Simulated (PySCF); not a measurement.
Molecule: `N#CC[C@@H]1CO1`, C4H5NO.

Molfile (atoms numbered from 1):
```
C4H5NO
     RDKit          3D

 11 11  0  0  0  0  0  0  0  0999 V2000
   -1.8724    1.7493    0.5233 N   0  0  0  0  0  0  0  0  0  0  0  0
   -1.4248    0.7707    0.0986 C   0  0  0  0  0  0  0  0  0  0  0  0
   -0.8439   -0.4637   -0.4115 C   0  0  0  0  0  0  0  0  0  0  0  0
    0.4246   -0.8510    0.3171 C   0  0  2  0  0  0  0  0  0  0  0  0
    1.7387   -0.4932   -0.2115 C   0  0  0  0  0  0  0  0  0  0  0  0
    1.2215   -1.8027   -0.3369 O   0  0  0  0  0  0  0  0  0  0  0  0
   -0.6311   -0.3523   -1.4865 H   0  0  0  0  0  0  0  0  0  0  0  0
   -1.5900   -1.2702   -0.3140 H   0  0  0  0  0  0  0  0  0  0  0  0
    0.3123   -0.9943    1.4010 H   0  0  0  0  0  0  0  0  0  0  0  0
    2.5882   -0.3784    0.4727 H   0  0  0  0  0  0  0  0  0  0  0  0
    1.8028    0.0856   -1.1422 H   0  0  0  0  0  0  0  0  0  0  0  0
  1  2  3  0
  2  3  1  0
  3  4  1  0
  4  5  1  0
  5  6  1  0
  6  4  1  0
  3  7  1  0
  3  8  1  0
  4  9  1  1
  5 10  1  0
  5 11  1  0
M  END
```

Geometry PBE0-D3(BJ)/def2-SVP throughout; GIAO in PySCF 2.14.0 with density-fitted response routines, gas phase, one conformer, non-relativistic; equivalent atoms averaged; basis pcSseg-2.

**Question.** How do the absolute shieldings σ depend on the functional? (a selection of nuclei; ppm; last column core-seconds on shared hosts with different chips, so compare them loosely; the GGAs took longer than the global hybrids here, which isn't the general rule, and the cause wasn't traced)

**Answer.** 
| functional | kind | C2 | C5 | C4 | C3 | O6 | H8 | H9 | H10 | H7 | core-s |
| --- | --- | --- | --- | --- | --- | --- | --- | --- | --- | --- | --- |
| HF | Hartree–Fock | 63.4 | 149.1 | 149.3 | 171.2 | 349.8 | 28.92 | 28.96 | 29.06 | 30.16 | 27 |
| LDA | LDA | 56.0 | 128.2 | 127.2 | 155.6 | 301.5 | 27.76 | 27.73 | 27.98 | 29.19 | 62 |
| PBE | GGA | 59.9 | 129.1 | 127.7 | 154.5 | 297.6 | 28.22 | 28.24 | 28.44 | 29.61 | 60 |
| BLYP | GGA | 56.9 | 124.4 | 122.8 | 149.7 | 293.3 | 28.41 | 28.43 | 28.59 | 29.79 | 58 |
| BP86 | GGA | 60.2 | 128.8 | 127.5 | 154.2 | 297.8 | 28.27 | 28.30 | 28.50 | 29.65 | 54 |
| OPBE | GGA | 67.3 | 135.3 | 134.1 | 160.1 | 302.3 | 28.27 | 28.28 | 28.52 | 29.59 | 54 |
| KT2 | GGA | 71.3 | 134.3 | 133.1 | 157.5 | 301.0 | 28.14 | 28.28 | 28.49 | 29.57 | 70 |
| KT3 | GGA | 70.9 | 133.7 | 132.2 | 156.6 | 299.2 | 28.36 | 28.47 | 28.66 | 29.73 | 51 |
| B97-D | GGA | 63.0 | 129.5 | 128.0 | 154.3 | 299.2 | 28.43 | 28.46 | 28.65 | 29.79 | 51 |
| B3LYP | global hybrid | 57.4 | 130.2 | 129.0 | 154.9 | 306.2 | 28.47 | 28.50 | 28.67 | 29.83 | 37 |
| PBE0 | global hybrid | 60.5 | 135.7 | 135.0 | 160.3 | 312.6 | 28.35 | 28.38 | 28.58 | 29.70 | 36 |
| mPW1PW91 | global hybrid | 60.0 | 135.0 | 134.2 | 159.7 | 311.7 | 28.40 | 28.43 | 28.63 | 29.73 | 36 |
| WP04 | global hybrid | 53.1 | 121.8 | 119.8 | 146.8 | 292.5 | 28.73 | 28.72 | 28.92 | 29.93 | 31 |
| B97-2 | global hybrid | 62.6 | 135.4 | 134.4 | 159.6 | 310.8 | 28.47 | 28.50 | 28.69 | 29.79 | 29 |
| BHandHLYP | global hybrid | 58.9 | 137.7 | 137.1 | 161.4 | 323.6 | 28.59 | 28.63 | 28.78 | 29.90 | 30 |
| CAM-B3LYP | range-separated hybrid | 57.2 | 133.9 | 133.1 | 158.8 | 315.3 | 28.47 | 28.42 | 28.58 | 29.80 | 41 |
| wB97X-D | range-separated hybrid | 59.5 | 135.9 | 135.1 | 160.5 | 315.0 | 28.52 | 28.50 | 28.68 | 29.83 | 40 |
| LC-wPBE | range-separated hybrid | 58.4 | 139.5 | 139.3 | 164.9 | 322.4 | 28.56 | 28.41 | 28.57 | 29.82 | 50 |

**Question.** Which nucleus among those listed moves most, in ppm?

**Answer.** O6 (ether oxygen): from 292.5 ppm with WP04 to 349.8 ppm with HF. The smallest spread is 0.97 ppm, at H7. Proton shifts span only some 12 ppm, so a few tenths of a ppm matter as much there as several ppm in carbon.
